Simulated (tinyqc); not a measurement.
Inside a calculation. Method: MP2 on RHF in the sto-3g basis, frozen core, for BH2+, spin multiplicity 1. One step of it, computed by the program tinyqc.

Problem. Iteration 9 (converged): orbitals. Diagonalise F' = X^T F X, C = X C', fill 3 alpha and 3 beta electrons from the bottom; D = 2 C_occ C_occ^T. Each column has its largest component positive (the first on a tie).

converged F (hartree), order 1B 1s, 1B 2s, 1B 2px, 1B 2py, 1B 2pz, 2H 1s, 3H 1s:
$$\begin{pmatrix}
-7.959722 & -2.312497 & 0.000000 & -0.001451 & 0.006551 & -0.722892 & -0.600918 \\
-2.312497 & -1.486828 & 0.000000 & -0.015958 & -0.104801 & -0.851078 & -0.772796 \\
0.000000 & 0.000000 & -0.189304 & 0.000000 & 0.000000 & 0.000000 & 0.000000 \\
-0.001451 & -0.015958 & 0.000000 & -0.733062 & -0.008358 & -0.580326 & 0.552240 \\
0.006551 & -0.104801 & 0.000000 & -0.008358 & -0.229328 & -0.183105 & -0.170998 \\
-0.722892 & -0.851078 & 0.000000 & -0.580326 & -0.183105 & -0.823351 & -0.181744 \\
-0.600918 & -0.772796 & 0.000000 & 0.552240 & -0.170998 & -0.181744 & -0.750176
\end{pmatrix}$$

X, order 1B 1s, 1B 2s, 1B 2px, 1B 2py, 1B 2pz, 2H 1s, 3H 1s:
$$\begin{pmatrix}
1.031796 & -0.168632 & 0.000000 & -0.000891 & -0.009063 & 0.025916 & 0.026469 \\
-0.168632 & 1.345187 & 0.000000 & 0.035851 & 0.104806 & -0.414907 & -0.345322 \\
0.000000 & 0.000000 & 1.000000 & 0.000000 & 0.000000 & 0.000000 & 0.000000 \\
-0.000891 & 0.035851 & 0.000000 & 1.302901 & 0.010259 & -0.418655 & 0.369122 \\
-0.009063 & 0.104806 & 0.000000 & 0.010259 & 1.034724 & -0.135890 & -0.117034 \\
0.025916 & -0.414907 & 0.000000 & -0.418655 & -0.135890 & 1.363217 & -0.056422 \\
0.026469 & -0.345322 & 0.000000 & 0.369122 & -0.117034 & -0.056422 & 1.288251
\end{pmatrix}$$

Give: F' = X^T F X; orbital energies; coefficients C; D after iteration 9.

Solution.

F' = X^T F X (hartree):
$$\begin{pmatrix}
-7.7703 & -1.1643 & 0.0000 & 0.0039 & 0.0061 & -0.1283 & -0.0835 \\
-1.1643 & -0.6570 & 0.0000 & 0.0207 & 0.0339 & -0.4773 & -0.4214 \\
0.0000 & 0.0000 & -0.1893 & 0.0000 & 0.0000 & 0.0000 & 0.0000 \\
0.0039 & 0.0207 & 0.0000 & -0.2688 & 0.0030 & -0.5087 & 0.4731 \\
0.0061 & 0.0339 & 0.0000 & 0.0030 & -0.1792 & -0.1452 & -0.1293 \\
-0.1283 & -0.4773 & 0.0000 & -0.5087 & -0.1452 & -0.2362 & -0.0985 \\
-0.0835 & -0.4214 & 0.0000 & 0.4731 & -0.1293 & -0.0985 & -0.2544
\end{pmatrix}$$

orbital energies (hartree): MO1 -7.9643, MO2 -1.0263, MO3 -0.9029, MO4 -0.2291, MO5 -0.1893, MO6 0.2587, MO7 0.4980

coefficients C, order 1B 1s, 1B 2s, 1B 2px, 1B 2py, 1B 2pz, 2H 1s, 3H 1s:
$$\begin{pmatrix}
0.9921 & -0.2382 & 0.0259 & 0.1028 & 0.0000 & -0.2017 & -0.0386 \\
0.0311 & 0.6305 & -0.0876 & -0.4491 & 0.0000 & 1.2007 & 0.3037 \\
0.0000 & 0.0000 & 0.0000 & 0.0000 & 1.0000 & 0.0000 & 0.0000 \\
0.0006 & 0.0630 & 0.5813 & 0.0014 & 0.0000 & -0.1945 & 1.2770 \\
0.0012 & 0.0868 & -0.0068 & 0.8905 & 0.0000 & 0.5482 & 0.1138 \\
-0.0056 & 0.3552 & 0.3312 & 0.1672 & 0.0000 & -0.7475 & -1.1855 \\
-0.0052 & 0.2665 & -0.4025 & 0.1782 & 0.0000 & -1.0378 & 0.7686
\end{pmatrix}$$

D after iteration 9, order 1B 1s, 1B 2s, 1B 2px, 1B 2py, 1B 2pz, 2H 1s, 3H 1s:
$$\begin{pmatrix}
2.0835 & -0.2432 & 0.0000 & 0.0012 & -0.0392 & -0.1632 & -0.1582 \\
-0.2432 & 0.8122 & 0.0000 & -0.0224 & 0.1107 & 0.3895 & 0.4063 \\
0.0000 & 0.0000 & 0.0000 & 0.0000 & 0.0000 & 0.0000 & 0.0000 \\
0.0012 & -0.0224 & 0.0000 & 0.6838 & 0.0030 & 0.4299 & -0.4344 \\
-0.0392 & 0.1107 & 0.0000 & 0.0030 & 0.0152 & 0.0571 & 0.0518 \\
-0.1632 & 0.3895 & 0.0000 & 0.4299 & 0.0571 & 0.4719 & -0.0772 \\
-0.1582 & 0.4063 & 0.0000 & -0.4344 & 0.0518 & -0.0772 & 0.4662
\end{pmatrix}$$
